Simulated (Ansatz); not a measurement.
A displaced shape of singlet NF3:

```yaml
atoms:
  - { symbol: N, position_ang: [-0.0047, 0.0139, 0.5150] }
  - { symbol: F, position_ang: [1.2402, -0.0272, -0.1564] }
  - { symbol: F, position_ang: [-0.5929, 1.0120, -0.0995] }
  - { symbol: F, position_ang: [-0.5885, -1.0924, -0.0959] }
```

It was optimised with PBE0/def2-SVP in Ansatz (development build ahead of 0.2.0) to forces under 0.001 eV/Å, with restricted orbitals. Each step stands on the lowest determinant of that kind that the program's search found.

**Question.** What shape does it relax to, and how does the optimisation go?

**Answer.**

```yaml
atoms:
  - { symbol: N, position_ang: [0.0244, -0.0190, 0.4819] }
  - { symbol: F, position_ang: [1.2269, -0.0193, -0.1363] }
  - { symbol: F, position_ang: [-0.6037, 1.0265, -0.1016] }
  - { symbol: F, position_ang: [-0.5935, -1.0819, -0.0808] }
```

Bond lengths: N1–F2 1.352 Å, N1–F3 1.352 Å, N1–F4 1.352 Å. Angles: F2–N1–F3 102.5°, F2–N1–F4 102.5°, F3–N1–F4 102.5°.

```
step  E − E(start) (eV)  largest force (eV/Å)
   1             0.0000                1.7340
   2            -0.0773                1.0339
   3            -0.1147                0.2092
   4            -0.1165                0.0131
   5            -0.1165                0.0038
   6            -0.1165                0.0003
```

The optimisation ended after 6 steps with its threshold met.
